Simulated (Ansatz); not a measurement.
We consider rock-salt BaS, described by PBE-D3(BJ) in Ansatz (plane waves, PAW).

Numerical settings: plane-wave cutoff 520 eV, 10×10×10 k mesh, Fermi–Dirac smearing 0.01 eV, scalar-relativistic PAW data made under PBE.

Properties against volume:

```json
[
 {"V (Å³/atom)": "30.217", "P (GPa)": "3.19", "direct gap at Γ (eV)": "3.979", "smallest gap on the k mesh (eV)": "2.079"},
 {"V (Å³/atom)": "30.860", "P (GPa)": "2.01", "direct gap at Γ (eV)": "3.974", "smallest gap on the k mesh (eV)": "2.118"},
 {"V (Å³/atom)": "31.503", "P (GPa)": "0.95", "direct gap at Γ (eV)": "3.864", "smallest gap on the k mesh (eV)": "2.153"},
 {"V (Å³/atom)": "32.146", "P (GPa)": "0.00", "direct gap at Γ (eV)": "3.758", "smallest gap on the k mesh (eV)": "2.186"},
 {"V (Å³/atom)": "32.789", "P (GPa)": "-0.85", "direct gap at Γ (eV)": "3.656", "smallest gap on the k mesh (eV)": "2.216"},
 {"V (Å³/atom)": "33.432", "P (GPa)": "-1.61", "direct gap at Γ (eV)": "3.559", "smallest gap on the k mesh (eV)": "2.243"},
 {"V (Å³/atom)": "34.075", "P (GPa)": "-2.29", "direct gap at Γ (eV)": "3.465", "smallest gap on the k mesh (eV)": "2.267"}
]
```

The fundamental gap (2.19 eV at the equilibrium volume, with added k points) lies elsewhere than Γ–Γ.

Spin–orbit coupling is not included.

Ansatz is a program for electronic structure.
